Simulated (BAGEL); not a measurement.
# doublet N2O+ at 4 levels

Aim: a comparison of 4 runs (UHF/3-21G, ROHF/6-31G*, ROHF/cc-pVTZ, UHF/cc-pVTZ) of doublet N2O+. 

The results are computed with BAGEL 1.2.2.

**1. Starting point**

The species is N2O+ (3 atoms), meant as a doublet with charge +1. SMILES of the parent species: `N#[N+][O-]`. The coordinates come from a PBE0-D4/def2-TZVP relaxation. That shape belongs to the parent species and isn't relaxed for this state.

Bond lengths: N1–N2 1.118 Å, N2–O3 1.174 Å. Angles: N1–N2–O3 180.0°.

**2. A single-point energy at UHF/3-21G (density fitting with qzvpp-jkfit) (run 1)**

input.json

```json
{ "bagel" : [

{
  "title" : "molecule",
  "basis" : "3-21g",
  "df_basis" : "qzvpp-jkfit",
  "angstrom" : true,
  "geometry" : [
    { "atom" : "N", "xyz" : [   -0.511700,    1.001300,   -0.167900 ] },
    { "atom" : "N", "xyz" : [   -0.008400,    0.016500,   -0.002800 ] },
    { "atom" : "O", "xyz" : [    0.520100,   -1.017800,    0.170700 ] }
  ]
},
{ "title" : "uhf", "charge" : 1, "nopen" : 1 },
{ "title" : "print", "file" : "orbitals.molden", "orbitals" : true }

]}
```

The run is started by

```bash
$ BAGEL_NUM_THREADS=1 BAGEL input.json > input.out
```

Output:

```text
* using 1 threads per process

  ===============================================================
  ===============================================================

  *** Geometry ***

  { "atom" : "N", "xyz" : [     -0.966973,      1.892183,     -0.317285 ] },
  { "atom" : "N", "xyz" : [     -0.015874,      0.031180,     -0.005291 ] },
  { "atom" : "O", "xyz" : [      0.982847,     -1.923363,      0.322576 ] },

  Number of auxiliary basis functions:      231

  Since a DF basis is specified, we compute 2- and 3-index integrals:
    o Being stored without compression. Storage requirement is 0.001 GB

  Number of basis functions:       27
  Number of electrons      :       22

    * METHOD: MOLECULE                             0.04

  *** Open-shell HF ***

  === Nuclear Repulsion ===
    61.3478617300

      * DIIS with orbital gradients will be used.

  === UHF iteration (3-21g) ===
      0       -182.05863594          0.08072477           0.01
      1       -182.14026515          0.06226867           0.01
      2       -182.16686217          0.04700569           0.01
      3       -182.19241103          0.00658807           0.01
      4       -182.19571704          0.00376412           0.01
      5       -182.19791921          0.00153778           0.01
      6       -182.19830351          0.00071931           0.01
      7       -182.19853867          0.00047527           0.01
      8       -182.19883509          0.00028133           0.01
      9       -182.19909861          0.00017148           0.01
     10       -182.19933446          0.00013329           0.01
     11       -182.19958004          0.00005756           0.01
     12       -182.19971349          0.00004668           0.01
     13       -182.19987270          0.00003970           0.01
     14       -182.19993315          0.00003289           0.01
     15       -182.20002463          0.00003613           0.01
     16       -182.20002599          0.00002266           0.01
     17       -182.20002596          0.00000458           0.01
     18       -182.20002611          0.00000147           0.01
     19       -182.20002613          0.00000044           0.01
     20       -182.20002613          0.00000019           0.01
     21       -182.20002613          0.00000010           0.01
     22       -182.20002613          0.00000004           0.01
     23       -182.20002613          0.00000002           0.01
     24       -182.20002613          0.00000002           0.01
     25       -182.20002613          0.00000002           0.01
     26       -182.20002613          0.00000001           0.01
     27       -182.20002613          0.00000001           0.01
    * SCF iteration converged.

    * S^2 (UHF) is 0.9824

    * Permanent dipole moment:
           (    0.100912,    -0.197502,     0.033136) a.u.

    * METHOD: UHF                                  0.19

    * METHOD: PRINT                                0.00

  ===============================================================
```

It took 0.36 s on 1 thread of Arm Neoverse V1, shared host.

**3. A single-point energy at ROHF/6-31G(d) (density fitting with qzvpp-jkfit, spherical functions) (run 2)**

hf.json

```json
{ "bagel" : [

{
  "title" : "molecule",
  "basis" : "6-31gs.json",
  "df_basis" : "qzvpp-jkfit",
  "angstrom" : "true",
  "geometry" : [
    { "atom" : "N", "xyz" : [   -0.511700,    1.001300,   -0.167900 ] },
    { "atom" : "N", "xyz" : [   -0.008400,    0.016500,   -0.002800 ] },
    { "atom" : "O", "xyz" : [    0.520100,   -1.017800,    0.170700 ] }
  ]
},
{ "title" : "rohf", "charge" : 1, "nopen" : 1 },
{ "title" : "print", "file" : "orbitals.molden", "orbitals" : "true" }

]}
```

The basis set 6-31G* is read from a file made from the Basis Set Exchange's data (not shown).

The run is started by

```bash
$ BAGEL_NUM_THREADS=1 BAGEL hf.json > hf.out
```

Output:

```text
* using 1 threads per process

  ===============================================================
  ===============================================================

  *** Geometry ***

  { "atom" : "N", "xyz" : [     -0.966973,      1.892183,     -0.317285 ] },
  { "atom" : "N", "xyz" : [     -0.015874,      0.031180,     -0.005291 ] },
  { "atom" : "O", "xyz" : [      0.982847,     -1.923363,      0.322576 ] },

  Number of auxiliary basis functions:      231

  Since a DF basis is specified, we compute 2- and 3-index integrals:
    o Being stored without compression. Storage requirement is 0.003 GB

  Number of basis functions:       42
  Number of electrons      :       22

    * METHOD: MOLECULE                             0.04

  *** Open-shell HF ***

  === Nuclear Repulsion ===
    61.3478617300

      * DIIS with orbital gradients will be used.

  === ROHF iteration (6-31gs.json) ===
      0       -183.15836865          0.05121202           0.01
      1       -183.20605495          0.03246282           0.01
      2       -183.22095299          0.02430123           0.01
      3       -183.23659323          0.00451524           0.01
      4       -183.24061709          0.00343365           0.01
      5       -183.24382449          0.00271152           0.01
      6       -183.24546060          0.00112144           0.01
      7       -183.24688326          0.00032667           0.01
      8       -183.24731524          0.00019663           0.01
      9       -183.24705891          0.00006669           0.01
     10       -183.24714336          0.00001226           0.01
     11       -183.24714196          0.00000554           0.01
     12       -183.24714795          0.00000315           0.01
     13       -183.24714781          0.00000147           0.01
     14       -183.24714658          0.00000082           0.01
     15       -183.24714636          0.00000037           0.01
     16       -183.24714693          0.00000020           0.01
     17       -183.24714688          0.00000005           0.01
     18       -183.24714682          0.00000002           0.01
     19       -183.24714680          0.00000001           0.01
     20       -183.24714681          0.00000000           0.01
    * SCF iteration converged.

    * S^2 (ROHF) is 0.7500

    * Permanent dipole moment:
           (    0.059762,    -0.116974,     0.019631) a.u.

    * METHOD: ROHF                                 0.27

    * METHOD: PRINT                                0.01

  ===============================================================
```

Run time: 0.44 s. Hardware: 1 thread of Arm Neoverse V1, shared host.

Run 3 isn't shown in full; the table further down has it.

**4. The energy at UHF/cc-pVTZ (density fitting with qzvpp-jkfit) (run 4)**

input.json

```json
{ "bagel" : [

{
  "title" : "molecule",
  "basis" : "cc-pvtz.json",
  "df_basis" : "qzvpp-jkfit",
  "angstrom" : true,
  "geometry" : [
    { "atom" : "N", "xyz" : [      -0.511700,       1.001300,      -0.167900 ] },
    { "atom" : "N", "xyz" : [      -0.008400,       0.016500,      -0.002800 ] },
    { "atom" : "O", "xyz" : [       0.520100,      -1.017800,       0.170700 ] }
  ]
},

{
  "title" : "uhf",
  "charge" : 1,
  "nopen" : 1
},

{
  "title" : "print",
  "file" : "orbitals.molden",
  "orbitals" : true
}

]}
```

The basis set cc-pVTZ is read from a file made from the Basis Set Exchange's data (not shown).

The run is started by

```bash
$ BAGEL_NUM_THREADS=1 BAGEL input.json > input.out
```

Output:

```text
* using 1 threads per process

  ===============================================================
  ===============================================================

  *** Geometry ***

  { "atom" : "N", "xyz" : [     -0.966973,      1.892183,     -0.317285 ] },
  { "atom" : "N", "xyz" : [     -0.015874,      0.031180,     -0.005291 ] },
  { "atom" : "O", "xyz" : [      0.982847,     -1.923363,      0.322576 ] },

  Number of auxiliary basis functions:      231

  Since a DF basis is specified, we compute 2- and 3-index integrals:
    o Being stored without compression. Storage requirement is 0.015 GB

  Number of basis functions:       90
  Number of electrons      :       22

    * METHOD: MOLECULE                             0.07

  *** Open-shell HF ***

  === Nuclear Repulsion ===
    61.3478617300

      * DIIS with orbital gradients will be used.

  === UHF iteration (cc-pvtz.json) ===
      0       -183.21199337          0.03934904           0.03
      1       -183.28451086          0.02556221           0.03
      2       -183.31058088          0.01934328           0.03
      3       -183.33551961          0.00287416           0.03
      4       -183.34113546          0.00172159           0.03
      5       -183.34289193          0.00088133           0.03
      6       -183.34333391          0.00046468           0.03
      7       -183.34349132          0.00023416           0.03
      8       -183.34361653          0.00014108           0.03
      9       -183.34375758          0.00008795           0.03
     10       -183.34386981          0.00005266           0.03
     11       -183.34398769          0.00003046           0.03
     12       -183.34408307          0.00002136           0.03
     13       -183.34414202          0.00001725           0.03
     14       -183.34419869          0.00001519           0.03
     15       -183.34424321          0.00001265           0.03
     16       -183.34425646          0.00000896           0.03
     17       -183.34426277          0.00000347           0.03
     18       -183.34426276          0.00000230           0.03
     19       -183.34426281          0.00000150           0.03
     20       -183.34426286          0.00000054           0.03
     21       -183.34426286          0.00000030           0.03
     22       -183.34426286          0.00000020           0.04
     23       -183.34426286          0.00000013           0.03
     24       -183.34426286          0.00000004           0.03
     25       -183.34426286          0.00000003           0.03
     26       -183.34426286          0.00000002           0.03
     27       -183.34426286          0.00000001           0.03
     28       -183.34426286          0.00000000           0.03
    * SCF iteration converged.

    * S^2 (UHF) is 0.9485

    * Permanent dipole moment:
           (    0.032744,    -0.064119,     0.010775) a.u.

    * METHOD: UHF                                  1.05

    * METHOD: PRINT                                0.02

  ===============================================================
```

It took 1.3 s on 1 thread of Arm Neoverse V1, shared host.

**5. Overview of the runs**

| run | level | energy (Eh) | ⟨S²⟩ | wall time |
| --- | --- | --- | --- | --- |
| 1 | UHF/3-21G (density fitting with qzvpp-jkfit) | -182.200026 | 0.982 | 0.36 s |
| 2 | ROHF/6-31G* (density fitting with qzvpp-jkfit, spherical functions) | -183.247147 | 0.750 | 0.44 s |
| 3 | ROHF/cc-pVTZ (density fitting with qzvpp-jkfit) | -183.323731 | 0.750 | 1.1 s |
| 4 | UHF/cc-pVTZ (density fitting with qzvpp-jkfit) | -183.344263 | 0.949 | 1.3 s |

**6. Summary of results**

| quantity | value |
| --- | --- |
| run 4: total energy | -183.34426 Eh |
| run 4: ⟨S²⟩ | 0.949 |

In words: Spin contamination of the reference: run 1 ⟨S²⟩ = 0.98, run 4 ⟨S²⟩ = 0.95. All runs together took 3.1 s, the longest 1.3 s.
